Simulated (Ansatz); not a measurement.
# CH4OSi: single points off equilibrium

How do the functionals fare away from a minimum? The structure is a displaced guess of a reacting structure.

The runs use Ansatz 0.2.0, Gaussian basis; single points in def2-TZVPP.

Cores are frozen in the correlated methods.

## Step 1: The system as given

7 atoms, charge 0, spin multiplicity 1.

Atoms are counted from 1 here; the program's logs count them from 0.

Bond lengths: Si2–C3 1.713 Å, Si2–H6 1.461 Å, Si2–H7 1.478 Å, C3–H4 1.052 Å, C3–O5 1.478 Å. Angles: C3–Si2–H6 125.1°, C3–Si2–H7 123.8°, H6–Si2–H7 109.4°, Si2–C3–H4 147.7°, Si2–C3–O5 102.7°, H4–C3–O5 109.0°.

Coordinates:

```xyz
7

H    -0.97640   -0.45620    0.89420
Si    0.70350   -0.49710   -0.05290
C    -0.32020    0.79830   -0.50930
H    -0.49770    1.60460   -1.16120
O    -1.54090    0.54300    0.28450
H     0.50070   -1.35980    1.10810
H     2.07650   -0.68220   -0.56820
```

## Step 2: CCSD(T)/def2-TZVPP

run/in.yaml

```yaml
crystal:
  periodic: [false, false, false]
  atoms:
    - {symbol: H, position_ang: [-0.976400, -0.456200, 0.894200]}
    - {symbol: Si, position_ang: [0.703500, -0.497100, -0.052900]}
    - {symbol: C, position_ang: [-0.320200, 0.798300, -0.509300]}
    - {symbol: H, position_ang: [-0.497700, 1.604600, -1.161200]}
    - {symbol: O, position_ang: [-1.540900, 0.543000, 0.284500]}
    - {symbol: H, position_ang: [0.500700, -1.359800, 1.108100]}
    - {symbol: H, position_ang: [2.076500, -0.682200, -0.568200]}
basis:
  gaussian: {orbitals: def2-TZVPP}
correlation: {method: ccsd_t}
output: {forces: true}
```

No record of the launch command was kept for these runs.

## Step 3: PBE0-D4/def2-TZVPP

run/in.yaml, as its differences from that of step 2:

```diff
@@ -12,3 +12,3 @@
   gaussian: {orbitals: def2-TZVPP}
-correlation: {method: ccsd_t}
-output: {forces: true}
+hamiltonian: {xc: pbe0, dispersion: d4}
+output: {forces: true, orbitals: {seedname: orbitals}}
```

## Step 4: wB97M-V/def2-TZVPP

run/in.yaml, as its differences from that of step 3:

```diff
@@ -12,3 +12,3 @@
   gaussian: {orbitals: def2-TZVPP}
-hamiltonian: {xc: pbe0, dispersion: d4}
-output: {forces: true, orbitals: {seedname: orbitals}}
+hamiltonian: {xc: {name: wB97M-V}}
+output: {forces: true}
```

## Step 5: r2SCAN-D4/def2-TZVPP

run/in.yaml, as its differences from that of step 4:

```diff
@@ -12,3 +12,3 @@
   gaussian: {orbitals: def2-TZVPP}
-hamiltonian: {xc: {name: wB97M-V}}
+hamiltonian: {xc: r2scan, dispersion: d4}
 output: {forces: true}
```

## Step 6: PBE-D4/def2-TZVPP

run/in.yaml, as its differences from that of step 5:

```diff
@@ -12,3 +12,3 @@
   gaussian: {orbitals: def2-TZVPP}
-hamiltonian: {xc: r2scan, dispersion: d4}
+hamiltonian: {xc: pbe, dispersion: d4}
 output: {forces: true}
```

## Step 7: r2SCANh-D4/def2-TZVPP

run/in.yaml, as its differences from that of step 6:

```diff
@@ -12,3 +12,3 @@
   gaussian: {orbitals: def2-TZVPP}
-hamiltonian: {xc: pbe, dispersion: d4}
+hamiltonian: {xc: {name: r2SCANh}, dispersion: d4}
 output: {forces: true}
```

## Step 8: B97M-V/def2-TZVPP

run/in.yaml, as its differences from that of step 7:

```diff
@@ -12,3 +12,3 @@
   gaussian: {orbitals: def2-TZVPP}
-hamiltonian: {xc: {name: r2SCANh}, dispersion: d4}
+hamiltonian: {xc: {name: B97M-V}}
 output: {forces: true}
```

(Steps that only read results are left out.)

**Question.** What will these runs give? Wanted: energy less free atoms, CCSD(T)/def2-TZVPP; RMS force component; RMS force error; HOMO and LUMO, PBE0-D4; T1 diagnostic.

The runs gave:

| quantity | value |
| --- | --- |
| energy less free atoms, CCSD(T)/def2-TZVPP | -20.981 eV |
| RMS force component | 1.837 to 2.092 eV/Å over the methods |
| RMS force error | PBE0-D4 0.285, wB97M-V 0.273, r2SCAN-D4 0.201, PBE-D4 0.268, r2SCANh-D4 0.232, B97M-V 0.225 eV/Å |
| HOMO and LUMO, PBE0-D4 | -5.91 and -1.63 eV |
| T1 diagnostic | 0.020 |

What this shows: Against CCSD(T) the functionals' energies less atoms differ by -1.473 to -0.474 eV, PBE-D4 by -1.473 eV. The reference is not at the basis limit: in triple zeta CCSD(T) underbinds, which counts against methods that bind more; the gaps are no ranking. On forces the order runs from r2SCAN-D4 to PBE0-D4. Frozen-core CCSD(T) forces in triple zeta carry basis errors of their own, and this is one geometry, so small gaps rank nothing. The restricted Hartree–Fock reference is unstable towards an unrestricted one at one or more of these structures.
